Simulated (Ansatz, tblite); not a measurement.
# The cluster MoO3+: isomers from a random search

Aim: relax the candidate shapes of the cluster MoO3+ that a cheap search turned up, and see how the levels of theory order them.

The runs use Ansatz 0.2.0, Gaussian basis; relaxed with B3LYP-D4/def2-TZVP, doublet.

2 further runs of the same task are left out: 2 set aside as unsound or not needed. Runs told in other sessions of the task aren't counted.

### Step 1. Where the work starts

4 atoms, charge 1, spin multiplicity 2.

Atoms are counted from 1 here; the program's logs count them from 0.

Bond lengths: Mo1–O2 1.759 Å, Mo1–O3 1.740 Å, Mo1–O4 1.623 Å, O2–O3 1.302 Å. Angles: O2–Mo1–O3 43.7°, O2–Mo1–O4 128.2°, O3–Mo1–O4 171.9°, Mo1–O2–O3 67.4°, Mo1–O3–O2 69.0°.

Mo takes a core potential in the def2 sets. No spin-orbit coupling is included. The ion is computed in the gas phase, without counter-ions or solvent.

A search from random starts with GFN2-xTB found 4 distinct shapes; 2 go on here. The structure above is candidate A, which lies 0.00 eV above the lowest at that level; B lies 0.87 eV above the lowest at that level.

### Step 2. Relaxing candidate A

File in.yaml:

```yaml
crystal:
  periodic: [false, false, false]
  atoms:
    - {symbol: Mo, position_ang: [0.475210, 0.131880, 0.103060]}
    - {symbol: O, position_ang: [-1.166570, -0.391080, -0.252110]}
    - {symbol: O, position_ang: [-0.349320, -1.389380, -0.076680]}
    - {symbol: O, position_ang: [1.040670, 1.648590, 0.225730]}
basis:
  gaussian: {orbitals: def2-TZVP}
total_charge: 1
magnetization: {spin_polarized: true, initial_magnetization: 1}
hamiltonian: {xc: {name: B3LYP}, dispersion: d4}
scf: {lower_state_search: "off"}
output: {orbitals: {seedname: orbitals}}
relax: {f_tol: 0.02, max_steps: 100}
```

The run is started by

```
$ ansatz run in.yaml --threads 4 --pin off --events-out ev --progress --plain --max-ram 3916MiB
```

Standard output, cut to the lines that bear on the results:

```text
Functional definition: B3LYP
  name "B3LYP"
  cite "Stephens, Devlin, Chabalowski & Frisch, J. Phys. Chem. 98, 11623 (1994) doi:10.1021/j100096a001"
  cite "Becke, Phys. Rev. A 38, 3098 (1988) doi:10.1103/PhysRevA.38.3098"
  cite "Lee, Yang & Parr, Phys. Rev. B 37, 785 (1988) doi:10.1103/PhysRevB.37.785"
  cite "Vosko, Wilk & Nusair, Can. J. Phys. 58, 1200 (1980) doi:10.1139/p80-159"
[...]
824 factors; their error is unknown
[...]
mean field -7987.29133535 eV, -293.5275425937 hartree, gradient 7.4e-6 eV, S^2 0.867449; 0 other end points of the search recorded, 0 dependent functions left out
[...]
reference -7987.29153411 eV, -293.5275498980 hartree; 19, 18 occupied and 114, 115 virtual orbitals, 824 factors
relax step   1: F+E_penalty+E_count = -7987.41424787 eV  Δ(F+E_penalty+E_count) = +0.000e0 eV  max|allowed force component| = 1.180e1 eV/Å  Δτ_max = 0.0000 Å  (30 SCF iters, accepted)
[...]
relax step   5: F+E_penalty+E_count = -7989.35879071 eV  Δ(F+E_penalty+E_count) = -8.823e-2 eV  max|allowed force component| = 6.744e-1 eV/Å  Δτ_max = 0.0342 Å  (35 SCF iters, accepted)
[...]
relax step   9: F+E_penalty+E_count = -7989.48081617 eV  Δ(F+E_penalty+E_count) = -5.278e-2 eV  max|allowed force component| = 5.503e-1 eV/Å  Δτ_max = 0.0711 Å  (33 SCF iters, accepted)
[...]
relax step  13: F+E_penalty+E_count = -7989.92870314 eV  Δ(F+E_penalty+E_count) = -1.911e-1 eV  max|allowed force component| = 1.404e0 eV/Å  Δτ_max = 0.1966 Å  (43 SCF iters, accepted)
[...]
relax step  16: F+E_penalty+E_count = -7989.97381696 eV  Δ(F+E_penalty+E_count) = -6.156e-5 eV  max|allowed force component| = 9.855e-2 eV/Å  Δτ_max = 0.0047 Å  (33 SCF iters, accepted)
[...]
relax step  17: F+E_penalty+E_count = -7989.97398433 eV  Δ(F+E_penalty+E_count) = -1.674e-4 eV  max|allowed force component| = 5.230e-3 eV/Å  Δτ_max = 0.0016 Å  (36 SCF iters, accepted)
Total energy: -7989.97419706 eV, -293.6261359429 hartree
Atom 0 at     0.140660     0.339573     0.683363 Å, force     0.000535    -0.002589     0.005060 eV/Å
Atom 1 at    -1.184137    -0.413159    -0.399978 Å, force     0.000908    -0.000572    -0.002565 eV/Å
Atom 2 at    -0.098772    -1.299193    -0.183784 Å, force    -0.003243    -0.002070     0.000387 eV/Å
Atom 3 at     1.142239     1.372789    -0.099601 Å, force     0.001800     0.005230    -0.002882 eV/Å
Dipole moment:    -0.010531     0.238607     1.027041 e Å
Checks for a lower state left out: stability, starts, cluster_reference, orbital_swaps, neighbouring_geometries, increment
```

Run time: 24 s. Hardware: 4 threads of Arm Neoverse V2, shared host.

Along the way:

```csv
step,energy from step 1 (eV),largest force component (eV/Å)
1,0.0000,11.7997
2,-1.4120,4.3495
3,-1.7876,2.0085
4,-1.8563,3.1156
5,-1.9445,0.6744
6,-1.9527,0.1131
7,-1.9603,0.2631
8,-2.0138,0.4369
9,-2.0666,0.5503
10,-2.1413,0.4662
11,-2.2181,1.8787
12,-2.3233,1.1867
13,-2.5145,1.4043
14,-2.5491,0.3956
15,-2.5595,0.0830
16,-2.5596,0.0985
17,-2.5597,0.0052
```

Distances of close pairs at the start and the end, largest changes first:

```csv
bond,before (Å),after (Å),change (Å)
Mo1–O3,1.740,1.869,+0.130
O2–O3,1.302,1.418,+0.116
Mo1–O2,1.759,1.870,+0.110
Mo1–O4,1.623,1.638,+0.015
```

### Step 3. Relaxing candidate B

File in.yaml:

```yaml
crystal:
  periodic: [false, false, false]
  atoms:
    - {symbol: Mo, position_ang: [0.223370, -0.389750, 0.110290]}
    - {symbol: O, position_ang: [1.272130, 0.902180, -0.037030]}
    - {symbol: O, position_ang: [-0.588760, -0.534370, -1.342500]}
    - {symbol: O, position_ang: [-0.906740, 0.021940, 1.269250]}
basis:
  gaussian: {orbitals: def2-TZVP}
total_charge: 1
magnetization: {spin_polarized: true, initial_magnetization: 1}
hamiltonian: {xc: {name: B3LYP}, dispersion: d4}
scf: {lower_state_search: "off"}
output: {orbitals: {seedname: orbitals}}
relax: {f_tol: 0.02, max_steps: 100}
```

Launched as before.

Standard output, cut to the lines that bear on the results:

```text
Functional definition: B3LYP
  name "B3LYP"
  cite "Stephens, Devlin, Chabalowski & Frisch, J. Phys. Chem. 98, 11623 (1994) doi:10.1021/j100096a001"
  cite "Becke, Phys. Rev. A 38, 3098 (1988) doi:10.1103/PhysRevA.38.3098"
  cite "Lee, Yang & Parr, Phys. Rev. B 37, 785 (1988) doi:10.1103/PhysRevB.37.785"
  cite "Vosko, Wilk & Nusair, Can. J. Phys. 58, 1200 (1980) doi:10.1139/p80-159"
[...]
824 factors; their error is unknown
[...]
mean field -7990.51797653 eV, -293.6461194698 hartree, gradient 1.7e-6 eV, S^2 0.798218; 0 other end points of the search recorded, 0 dependent functions left out
[...]
reference -7990.51819435 eV, -293.6461274747 hartree; 19, 18 occupied and 114, 115 virtual orbitals, 824 factors
[...]
relax step  19: F+E_penalty+E_count = -7991.03021390 eV  Δ(F+E_penalty+E_count) = -2.331e-3 eV  max|allowed force component| = 2.055e-2 eV/Å  Δτ_max = 0.0076 Å  (40 SCF iters, accepted)
[...]
relax step  20: F+E_penalty+E_count = -7991.03023488 eV  Δ(F+E_penalty+E_count) = -2.099e-5 eV  max|allowed force component| = 5.861e-3 eV/Å  Δτ_max = 0.0016 Å  (38 SCF iters, accepted)
Total energy: -7991.03045686 eV, -293.6649527747 hartree
Atom 0 at     0.265518    -0.404771     0.171244 Å, force    -0.001801     0.004850    -0.001036 eV/Å
Atom 1 at     1.269489     0.911134    -0.022768 Å, force    -0.004501    -0.004869     0.000405 eV/Å
Atom 2 at    -0.632897    -0.541686    -1.424287 Å, force     0.002439     0.001310     0.005861 eV/Å
Atom 3 at    -0.902109     0.035323     1.275822 Å, force     0.003863    -0.001291    -0.005230 eV/Å
Dipole moment:     0.426893    -0.839657     0.147688 e Å
Checks for a lower state left out: stability, starts, cluster_reference, orbital_swaps, neighbouring_geometries, increment
```

Wall time 30 s (4 threads of Arm Neoverse V2, shared host).

Step by step: (the energy doesn't fall at every step)

```csv
step,energy from step 1 (eV),largest force component (eV/Å)
1,0.0000,3.8990
2,-0.2900,1.4172
3,-0.3250,0.1778
4,-0.3277,0.0772
5,-0.3280,0.0144
6,-0.3280,0.0052
7,-0.3280,0.0047
8,-0.3280,0.0228
9,-0.3281,0.0455
10,-0.3282,0.0902
11,-0.3287,0.1759
12,-0.3304,0.3285
13,-0.3349,0.5466
14,-0.3437,0.7098
15,-0.3559,0.7137
16,-0.3659,0.5728
17,-0.2496,1.7882
18,-0.3767,0.3478
19,-0.3791,0.0205
20,-0.3791,0.0059
```

The force was under the threshold of 0.02 eV/Å already at step 5, but the program went on to step 20.

Distances of close pairs at the start and the end, largest changes first:

```csv
bond,before (Å),after (Å),change (Å)
Mo1–O3,1.671,1.836,+0.166
Mo1–O2,1.671,1.666,-0.004
Mo1–O4,1.670,1.666,-0.004
```

### Step 4. The relaxed candidates

```csv
candidate,point group,"bonds (count, mean Å)",energy above the lowest (eV)
A,Cs,"Mo–O 3, 1.79; O–O 1, 1.42",1.056
B,Cs,"Mo–O 3, 1.72",0.000
```

### Step 5. Candidate A, GFN1-xTB

Tight binding, by tblite at 300 K electronic temperature and without a spin-polarisation term:

```python
tblite.interface.Calculator('GFN1-xTB', numbers, positions, charge=1, uhf=1).singlepoint()
```

Energy -422.3117 eV; 0.003 s.

### Step 6. Candidate A, GFN2-xTB

Tight binding, by tblite at 300 K electronic temperature and without a spin-polarisation term:

```python
tblite.interface.Calculator('GFN2-xTB', numbers, positions, charge=1, uhf=1).singlepoint()
```

Energy -369.3868 eV; 0.002 s.

### Step 7. Candidate A, PBE0-D4/def2-TZVP

start.molden holds the orbitals of an earlier run on this state, given as this run's starting guess.

File in.yaml:

```yaml
crystal:
  periodic: [false, false, false]
  atoms:
    - {symbol: Mo, position_ang: [0.140660, 0.339573, 0.683363]}
    - {symbol: O, position_ang: [-1.184137, -0.413159, -0.399978]}
    - {symbol: O, position_ang: [-0.098772, -1.299193, -0.183784]}
    - {symbol: O, position_ang: [1.142239, 1.372789, -0.099601]}
basis:
  gaussian: {orbitals: def2-TZVP, initial_orbitals: start.molden}
total_charge: 1
magnetization: {spin_polarized: true, initial_magnetization: 1}
hamiltonian: {xc: pbe0, dispersion: d4}
scf: {omitted_lower_state_checks: [starts]}
output: {orbitals: {seedname: orbitals}}
```

The command is unchanged.

Standard output, cut to the lines that bear on the results:

```text
Functional definition: PBE0
  name "PBE0"
  cite "Adamo & Barone, J. Chem. Phys. 110, 6158 (1999) doi:10.1063/1.478522"
  cite "Perdew, Burke & Ernzerhof, Phys. Rev. Lett. 77, 3865 (1996) doi:10.1103/PhysRevLett.77.3865"
  parent pbe
[...]
831 factors; their error is unknown
[...]
mean field -7982.52829260 eV, -293.3525040011 hartree, gradient 7.6e-6 eV, S^2 0.767689; 0 other end points of the search recorded, 0 dependent functions left out
reference -7982.52832056 eV, -293.3525050286 hartree; 19, 18 occupied and 114, 115 virtual orbitals, 831 factors
Total energy: -7982.59156777 eV, -293.3548293207 hartree
Checks for a lower state left out: starts
```

Wall time 2.5 s (4 threads of Arm Neoverse V2, shared host).

From the report: HOMO -14.48 eV, LUMO -10.39 eV (over both spins); ⟨S²⟩ 0.768 (pure: 0.75).

### Step 8. Candidate A, PBE-D4/def2-TZVP

Changes to in.yaml since step 7:

```diff
@@ -11,4 +11,4 @@
 magnetization: {spin_polarized: true, initial_magnetization: 1}
-hamiltonian: {xc: pbe0, dispersion: d4}
+hamiltonian: {xc: pbe, dispersion: d4}
 scf: {omitted_lower_state_checks: [starts]}
-output: {orbitals: {seedname: orbitals}}
+output: {forces: true, orbitals: {seedname: orbitals}}
```

Launched as before.

Standard output, cut to the lines that bear on the results:

```text
Functional definition: PBE
  name "PBE"
  cite "Perdew, Burke & Ernzerhof, Phys. Rev. Lett. 77, 3865 (1996) doi:10.1103/PhysRevLett.77.3865"
  parent pbe
[...]
761 factors; their error is unknown
[...]
mean field -7985.11608791 eV, -293.4476037245 hartree, gradient 5.2e-5 eV, S^2 0.761122; 0 other end points of the search recorded, 0 dependent functions left out
[...]
reference -7985.11612610 eV, -293.4476051281 hartree; 19, 18 occupied and 114, 115 virtual orbitals, 761 factors
Total energy: -7985.19221898 eV, -293.4504014897 hartree
Atom 0 at     0.140660     0.339573     0.683363 Å, force    -0.349334    -0.222745     0.852964 eV/Å
Atom 1 at    -1.184137    -0.413159    -0.399978 Å, force    -0.274591     0.009075    -0.210947 eV/Å
Atom 2 at    -0.098772    -1.299193    -0.183784 Å, force     0.102138    -0.303340    -0.132098 eV/Å
Atom 3 at     1.142239     1.372789    -0.099601 Å, force     0.521788     0.517010    -0.509919 eV/Å
Dipole moment:    -0.025311     0.198675     0.937904 e Å
Checks for a lower state left out: starts
```

It took 1.6 s on 4 threads of Arm Neoverse V2, shared host.

From the report: HOMO -12.81 eV, LUMO -11.14 eV (over both spins); ⟨S²⟩ 0.761 (pure: 0.75).

### Step 9. Candidate A, r2SCAN-D4/def2-TZVP

Changes to in.yaml since step 8:

```diff
@@ -11,4 +11,4 @@
 magnetization: {spin_polarized: true, initial_magnetization: 1}
-hamiltonian: {xc: pbe, dispersion: d4}
+hamiltonian: {xc: r2scan, dispersion: d4}
 scf: {omitted_lower_state_checks: [starts]}
-output: {forces: true, orbitals: {seedname: orbitals}}
+output: {orbitals: {seedname: orbitals}}
```

The command is unchanged.

Standard output:

```text
Functional definition: r2SCAN
  name "r2SCAN"
  cite "Furness, Kaplan, Ning, Perdew & Sun, J. Phys. Chem. Lett. 11, 8208 (2020) doi:10.1021/acs.jpclett.0c02405"
  cite "Furness, Kaplan, Ning, Perdew & Sun, J. Phys. Chem. Lett. 11, 9248 (2020) doi:10.1021/acs.jpclett.0c03077"
  parent r2scan
  parameter k0 = 0.174
  parameter k1 = 0.065
  parameter a1 = 4.9479
  exchange = r2scan_x(k0 = k0, k1 = k1, a1 = a1)
  correlation = r2scan_c
these checks for a lower state are left out or cut short: starts
761 factors; their error is unknown
mean field evaluation 1: about -7987.9734 eV, gradient 3.9e0 eV
mean field evaluation 2: about -7988.0393 eV, gradient 1.0e-1 eV
mean field evaluation 4: about -7988.0292 eV, gradient 2.6e-3 eV
mean field -7988.02915867 eV, -293.5546571006 hartree, gradient 5.6e-5 eV, S^2 0.767224; 0 other end points of the search recorded, 0 dependent functions left out
reference -7988.02917022 eV, -293.5546575248 hartree; 19, 18 occupied and 114, 115 virtual orbitals, 761 factors
Total energy: -7988.04529838 eV, -293.5552502240 hartree
Checks for a lower state left out: starts
```

Run time: 2.9 s. Hardware: 4 threads of Arm Neoverse V2, shared host.

Report: HOMO -13.29 eV, LUMO -11.04 eV (over both spins); ⟨S²⟩ 0.767 (pure: 0.75).

### Step 10. Candidate A, B2PLYP/def2-TZVP

Changes to in.yaml since step 9:

```diff
@@ -11,4 +11,3 @@
 magnetization: {spin_polarized: true, initial_magnetization: 1}
-hamiltonian: {xc: r2scan, dispersion: d4}
+hamiltonian: {xc: {name: B2PLYP}}
 scf: {omitted_lower_state_checks: [starts]}
-output: {orbitals: {seedname: orbitals}}
```

The command is unchanged.

Standard output, cut to the lines that bear on the results:

```text
Functional definition: B2PLYP
  name "B2PLYP"
  cite "Grimme, J. Chem. Phys. 124, 034108 (2006) doi:10.1063/1.2148954"
  cite "Becke, Phys. Rev. A 38, 3098 (1988) doi:10.1103/PhysRevA.38.3098"
  cite "Lee, Yang & Parr, Phys. Rev. B 37, 785 (1988) doi:10.1103/PhysRevB.37.785"
[...]
976 factors; integrals over basis functions are off by at most 1.0e-3 eV
[...]
mean field -7971.87818869 eV, -292.9611199013 hartree, gradient 6.0e-6 eV, S^2 0.782057; 0 other end points of the search recorded, 0 dependent functions left out
3 core orbitals not correlated: weight in the atoms' cores, before any rotation towards them, 1.000 or more for the frozen orbitals, at most 0.000 for the correlated occupied ones
reference -7971.87832328 eV, -292.9611248472 hartree; 16, 15 occupied and 114, 115 virtual orbitals, 976 factors
second order -41.84434666 eV of doubles, -0.00000000 eV of singles
Total energy: -7983.17629687 eV, -293.3763177189 hartree
Checks for a lower state left out: starts
```

Run time: 3.2 s. Hardware: 4 threads of Arm Neoverse V2, shared host.

Report: ⟨S²⟩ 0.782 (pure: 0.75).

### Step 11. Candidate A, HF/def2-TZVP

Changes to in.yaml since step 10:

```diff
@@ -11,3 +11,4 @@
 magnetization: {spin_polarized: true, initial_magnetization: 1}
-hamiltonian: {xc: {name: B2PLYP}}
+hamiltonian: {xc: hf}
 scf: {omitted_lower_state_checks: [starts]}
+output: {orbitals: {seedname: orbitals}}
```

Launched as before.

Standard output:

```text
Functional definition: HF
  name "HF"
  cite "Fock, Z. Phys. 61, 126 (1930) doi:10.1007/BF01340294"
  parent pbe
  exchange = exact_x
  correlation = 0
these checks for a lower state are left out or cut short: starts
1006 factors; their error is unknown
mean field evaluation 1: about -7938.2124 eV, gradient 1.9e1 eV
mean field evaluation 2: about -7939.4612 eV, gradient 1.7e0 eV
mean field evaluation 4: about -7939.7218 eV, gradient 2.1e-1 eV
mean field evaluation 8: about -7940.1135 eV, gradient 9.0e-1 eV
mean field -7940.11516418 eV, -291.7938502801 hartree, gradient 9.3e-6 eV, S^2 1.485597; 0 other end points of the search recorded, 0 dependent functions left out
reference -7940.11516418 eV, -291.7938502801 hartree; 19, 18 occupied and 114, 115 virtual orbitals, 1006 factors
Total energy: -7940.11516418 eV, -291.7938502801 hartree
Checks for a lower state left out: starts
```

Wall time 1.8 s (4 threads of Arm Neoverse V2, shared host).

From the report: HOMO -17.94 eV, LUMO -7.32 eV (over both spins); ⟨S²⟩ 1.486 (pure: 0.75). Doubts: spin contamination.

### Step 12. Candidate A, CCSD(T)/def2-TZVPP

Changes to in.yaml since step 11:

```diff
@@ -8,7 +8,7 @@
 basis:
-  gaussian: {orbitals: def2-TZVP, initial_orbitals: start.molden}
+  gaussian: {orbitals: def2-TZVPP, initial_orbitals: start.molden}
 total_charge: 1
 magnetization: {spin_polarized: true, initial_magnetization: 1}
-hamiltonian: {xc: hf}
-scf: {omitted_lower_state_checks: [starts]}
+correlation: {method: ccsd_t}
+scf: {omitted_lower_state_checks: [starts, cluster_reference]}
 output: {orbitals: {seedname: orbitals}}
```

Same command.

Standard output, cut to the lines that bear on the results:

```text
Functional definition: HF
  name "HF"
  cite "Fock, Z. Phys. 61, 126 (1930) doi:10.1007/BF01340294"
  parent pbe
[...]
1012 factors; integrals over basis functions are off by at most 1.1e-3 eV
[...]
mean field -7940.35718557 eV, -291.8027444021 hartree, gradient 5.0e-6 eV, S^2 1.440735; 0 other end points of the search recorded, 0 dependent functions left out
3 core orbitals not correlated: weight in the atoms' cores, before any rotation towards them, 1.000 or more for the frozen orbitals, at most 0.000 for the correlated occupied ones
reference -7940.35718557 eV, -291.8027444021 hartree; 16, 15 occupied and 130, 131 virtual orbitals, 1012 factors
second order -32.65339247 eV of doubles, -0.00000000 eV of singles
cycle   1  -29.43324149 eV  change     3.2e0 eV  update   2.9e-1
[...]
cycle  21  -32.15814835 eV  change   -2.7e-5 eV  update   1.5e-5
perturbative correction -2.11540848 eV, -0.0777398277 hartree
WARN: the results are in doubt because among natural orbitals full CI differs from the method by -0.117 eV
Total energy: -7974.63074239 eV, -293.0622743841 hartree
In doubt: among natural orbitals full CI differs from the method by -0.117 eV
Checks for a lower state left out: starts, cluster_reference
```

Run time: 2 min. Hardware: 4 threads of Arm Neoverse V2, shared host; peak memory 3.1 GiB.

From the report: Hartree-Fock HOMO -17.98 eV, LUMO -7.30 eV (over both spins); ⟨S²⟩ 1.441 (pure: 0.75); T1 0.066. Doubts: state flagged by the program, large T1 diagnostic, spin contamination.

### Step 13. A against B

The energies of B at these levels come from its own runs, whose logs aren't repeated here.

```csv
level,A above B (eV),time
GFN1-xTB,+1.204,0.005 s
GFN2-xTB,-0.385,0.004 s
HF/def2-TZVP†,+1.630,3.2 s
HF/def2-TZVPP†,+1.647,
PBE-D4/def2-TZVP,+1.074,3.2 s
r2SCAN-D4/def2-TZVP,+1.159,10 s
PBE0-D4/def2-TZVP,+0.884,6.4 s
B2PLYP/def2-TZVP,+1.152,12 s
MP2/def2-TZVPP†,-0.991,
CCSD/def2-TZVPP†,+0.928,
CCSD(T)/def2-TZVPP†,+0.952,4 min
```

Times add the two runs; a level without a time comes out of a correlated run. † marks a level with a doubtful state (flagged, unstable, out of aufbau order, or strongly spin-contaminated); such levels are left out of the summary. CCSD(T)/def2-TZVPP is no safe reference here (large T1 diagnostic, spin contamination, state flagged by the program).

### Step 14. Results

| quantity | value |
| --- | --- |
| A above B, range of the levels free of doubt, tight binding aside | +0.884 to +1.159 eV |
| levels that put A lower | GFN2-xTB |

What this shows: The levels disagree on A and B: 1 of 6 put A lower. A random search of this size may have missed the true lowest shape. Only doublets are compared; another spin may lie lower and prefer another shape.
